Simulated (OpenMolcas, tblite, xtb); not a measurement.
**How methods differ on NF3 (nitrogen trifluoride)**

NF3 has 4 atoms, charge 0, and is taken as a singlet. As SMILES, `FN(F)F`. Geometry: relaxed at PBE0-D4/def2-TZVP.

Quantity: the dipole moment, in D. The values are calculated.

Measured value to compare with: NIST CCCBDB gives the dipole moment of the gas as 0.23 D.

| level | kind | program | value (D) | computed − measured | CPU time |
| --- | --- | --- | --- | --- | --- |
| GFN0-xTB | semi-empirical | xtb | 1.43 | +1.20 | under 2 s |
| GFN2-xTB | semi-empirical | tblite | 0.88 | +0.65 | under 2 s |
| HF/cc-pVTZ | Hartree–Fock | OpenMolcas | 0.35 | +0.12 | 21 s |
| SVWN5/cc-pVTZ | LDA | OpenMolcas | 0.01 | -0.22 | 33 s |
| revPBE/cc-pVTZ | GGA | OpenMolcas | 0.03 | -0.20 | 39 s |
| r2SCAN/cc-pVTZ | meta-GGA | OpenMolcas | 0.09 | -0.14 | 48 s |
| M06-2X/cc-pVTZ | hybrid meta-GGA | OpenMolcas | 0.20 | -0.03 | 54 s |

Nearest: M06-2X/cc-pVTZ (-0.03 D); farthest: GFN0-xTB (+1.20 D). The measured dipole is a vibrational average, so differences of a few hundredths of a debye mean little. Computed less measured by kind, in D (cc-pVTZ rows): semi-empirical +0.65 to +1.20; Hartree–Fock +0.12; LDA -0.22; GGA -0.20; meta-GGA -0.14; global hybrid -0.03. Magnitudes only: a small dipole may point the other way at some levels. CPU times are rough (shared hosts, several kinds of processor): they show what a rung costs within a factor of a few.
